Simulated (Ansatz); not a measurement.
Relaxation of BClH5N (8 atoms, charge 0, multiplicity 1), to a largest force component of 0.03 eV/Å in at most 50 steps.

These are results of RKS BLYP-D4/def2-SVP in Ansatz, not measurements.

```xyz
8
Properties=species:S:1:pos:R:3
B -0.004 -0.160 0.259
N 0.007 -0.283 1.725
H -0.817 -0.545 2.267
H 0.873 -0.226 2.261
H 1.019 0.086 -0.333
Cl -1.511 -0.449 -0.644
H -0.566 2.169 0.454
H -0.370 1.863 1.075
```

Where does it end, and by what steps?

The run converged. The force dipped under the threshold on the way, but the program's further checks kept it going. After 22 steps the energy has fallen by 0.408 eV; H7 moved furthest, 1.44 Å.

| step | energy less start (eV) | largest force component (eV/Å) | accepted |
| --- | --- | --- | --- |
| 0 | 0.0000 | 2.311 | yes |
| 1 | -0.2536 | 1.069 | yes |
| 2 | -0.3344 | 0.266 | yes |
| 3 | -0.3684 | 0.195 | yes |
| 4 | -0.3556 | 0.327 | no |
| 5 | -0.3768 | 0.051 | yes |
| 6 | -0.3804 | 0.028 | yes |
| 7 | -0.3814 | 0.293 | yes |
| 8 | -0.3829 | 0.192 | yes |
| 9 | -0.3908 | 0.108 | yes |
| 10 | -0.3956 | 0.066 | yes |
| 11 | -0.3968 | 0.298 | yes |
| 12 | -0.3855 | 0.890 | no |
| 13 | -0.4021 | 0.114 | yes |
| 14 | -0.4048 | 0.012 | yes |
| 15 | -0.4043 | 0.377 | no |
| 16 | -0.4062 | 0.042 | yes |
| 17 | -0.4071 | 0.068 | yes |
| 18 | -0.4058 | 0.281 | no |
| 19 | -0.4077 | 0.064 | yes |
| 20 | -0.4081 | 0.067 | yes |
| 21 | -0.4082 | 0.035 | yes |
| 22 | -0.4083 | 0.024 | yes |

```xyz
8
Properties=species:S:1:pos:R:3
B 0.092 -0.775 0.150
N -0.052 -0.211 1.423
H -0.936 -0.198 1.937
H 0.733 0.198 1.933
H 1.162 -0.781 -0.411
Cl -1.324 -1.502 -0.668
H -0.569 3.236 1.423
H -0.475 2.488 1.278
```

Whether the end is a true minimum wasn't checked by a vibrational analysis.

The run took 36 s on 2 threads of Intel(R) Xeon(R) Platinum 8259CL CPU @ 2.50GHz (Skylake/Cascade Lake), on a shared host, peak memory 0.16 GiB.
